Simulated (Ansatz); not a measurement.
Working through a single point in a Gaussian basis of C3H5ClS, SMILES C=C(Cl)SC

With Ansatz's Python interface.

Notebook, run cell by cell (the value of a cell's last expression is shown):

In [1]:
```python
from pathlib import Path
import json
import warnings

import ansatz as az
```

In [2]:
```python
BASIS = "cc-pVDZ"

GEOMETRY = """
C     1.11780   -0.64760    1.63680
C     0.53380   -0.67440    0.39940
Cl    1.51740   -1.06080   -0.95900
S    -1.08420   -0.43160    0.15140
C    -1.15470    0.76760   -1.19820
H     2.12860   -0.75220    1.78850
H     0.49030   -0.38160    2.50210
H    -0.49010    1.64950   -0.93020
H    -2.17430    1.14830   -1.29640
H    -0.80140    0.33180   -2.09140
"""

warnings.simplefilter("ignore", az.DeckWarning)

geometry = az.Crystal.molecule()
for line in GEOMETRY.strip().splitlines():
    symbol, *xyz = line.split()
    geometry = geometry.atom(symbol, [float(v) for v in xyz])
```

In [3]:
```python
base = geometry.calculation()
base = base.basis(gaussian=BASIS)
base = base.functional(az.LibraryFunctional("B2PLYP"))
base = base.orbitals()
result = base.run(threads=1, runs_dir="c3h5cls_runs")
summary = result.report
```

In [4]:
```python
type(result).__name__, type(summary).__name__
```
Out [4]:
```text
('RunOutcome', 'dict')
```

In [5]:
```python
print(f"E = {summary['free_energy_ev']:.6f} eV = {summary['free_energy_ev'] / 27.211386246:.7f} Ha")
print("converged:", summary["converged"], " doubts:", summary["published_state_doubts"] or "none")
```
```text
E = -26538.197818 eV = -975.2607816 Ha
converged: True  doubts: none
```

In [6]:
```python
state = summary["mean_field"]["state"]
print(f"mean field: {state['energy']['hartree']:.7f} Ha, <S^2> = {abs(state['spin_squared']):.4f}, stability: {state.get('stability', {}).get('kind')}")
```
```text
mean field: -975.0327447 Ha, <S^2> = 0.0000, stability: minimum
```

In [7]:
```python
lines = Path(summary["orbitals_path"]).read_text().splitlines()
field_of = lambda key: [line.split("=")[1].strip() for line in lines if line.startswith(key)]
orbitals = [(27.211386 * float(e), s, float(n)) for e, s, n in zip(field_of("Ene="), field_of("Spin="), field_of("Occup="))]
homo = max(e for e, _, n in orbitals if n > 0.5)
lumo = min(e for e, _, n in orbitals if n < 0.5)
print(f"HOMO {homo:.3f} eV, LUMO {lumo:.3f} eV, gap {lumo - homo:.3f} eV")
with open("c3h5cls.json", "w") as handle:
    json.dump({k: summary[k] for k in ("free_energy_ev", "reference_energy_ev", "n_occupied", "n_virtual")}, handle, indent=1)
```
```text
HOMO -7.268 eV, LUMO 0.844 eV, gap 8.113 eV
```

File `c3h5cls.json` afterwards:
```json
{
 "free_energy_ev": -26538.19781804145,
 "reference_energy_ev": -26531.992618418735,
 "n_occupied": [
  15,
  15
 ],
 "n_virtual": [
  75,
  75
 ]
}
```

Total energies depend on the basis set; only differences at equal settings carry meaning. The geometry is a force-field or estimated start, not a minimum of this method, and the basis set is short of its limit. Levels such as HOMO and LUMO are orbital energies: with these approximate functionals they aren't the ionisation energy and electron affinity, and their gap isn't the fundamental gap. For a double hybrid the total adds scaled second-order correlation to the self-consistent reference. Wall time of the script: 5.1 s on 1 thread of Intel(R) Xeon(R) Platinum 8488C (Sapphire Rapids), with other jobs on the host, peak memory 0.26 GiB.

(Lines on the test bed's own set-up are left out of the output.)
